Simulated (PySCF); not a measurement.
# C₂H₃Si−: electronic excitations and core binding energies

What electronic excitations and core binding energies should C₂H₃Si− (`C#C[SiH2-]`) show?

The runs use PySCF 2.14.0, with density-fitted response routines of our own; the level of theory stands in each step. All values are computed, except where a source is named. Atoms are numbered from 0 throughout.

### Step 1. The molecule as given

6 atoms, charge -1, multiplicity 1; geometry from: GFN2-xTB.

Bonds of the start (Å): C0–C1 1.21, C1–Si2 1.84, C0–H3 1.06, Si2–H4 1.50, Si2–H5 1.50.

### Step 2. TDDFT and polarisability: CAM-B3LYP/def2-SVPD

What the job is given:

```
{"job": {"kind": "uv", "xc": "CAM-B3LYP", "basis": "def2-SVPD", "nstates": 8, "ntriplets": 3}, "charge": -1, "multiplicity": 1}
C      1.643569    -0.080990    -0.309953
C      0.485968    -0.005838     0.031242
Si    -1.105495     0.313694     0.905677
H      2.633840    -0.184444    -0.675350
H     -1.920078     1.003381    -0.142777
H     -1.734681    -1.043813     0.942597
```

Method: TDDFT CAM-B3LYP/def2-SVPD, vertical, gas phase, core orbitals frozen in the response.

Launch:

```sh
$ OMP_NUM_THREADS=1 python probes_run.py task.json out
```

This one command runs all jobs of the session in turn.

**Question.** This job is followed by: delta-SCF UKS SCAN, pcX-2 on the ionised atom, pcseg-1 elsewhere, spin-free X2C. Predict these results of the whole session: lowest singlet (CAM-B3LYP/def2-SVPD); brightest single state of those computed; lowest triplet; C1s binding energies, SCAN/pcX-2; Si1s binding energies, SCAN/pcX-2; Si2p binding energies, SCAN/pcX-2.

The runs gave:

```
                                quantity                        value
    lowest singlet (CAM-B3LYP/def2-SVPD)  3.45 eV (359 nm), f = 0.061
brightest single state of those computed  state 8, 6.39 eV, f = 0.195
                          lowest triplet                      3.23 eV
        C1s binding energies, SCAN/pcX-2      C1 284.57, C0 284.23 eV
       Si1s binding energies, SCAN/pcX-2               Si2 1839.47 eV
       Si2p binding energies, SCAN/pcX-2                 Si2 99.91 eV
```

**Reading.** The lowest singlet, at 3.45 eV, is HOMO→LUMO 0.71, HOMO→LUMO+1 0.26 and is bright; of the 8 states computed, the strongest absorption comes from state 8 at 6.39 eV (the last computed, so partners may be missing). The lowest triplet lies 0.22 eV below the lowest singlet (triplets in Tamm-Dancoff, singlets in full TDDFT). The lowest singlet lies above −ε(HOMO); no detachment energy was computed, so the anion's states may not be bound. The C1s levels kept as sound span 0.34 eV, from C0 (terminal alkyne carbon) up to C1 (alkyne carbon).
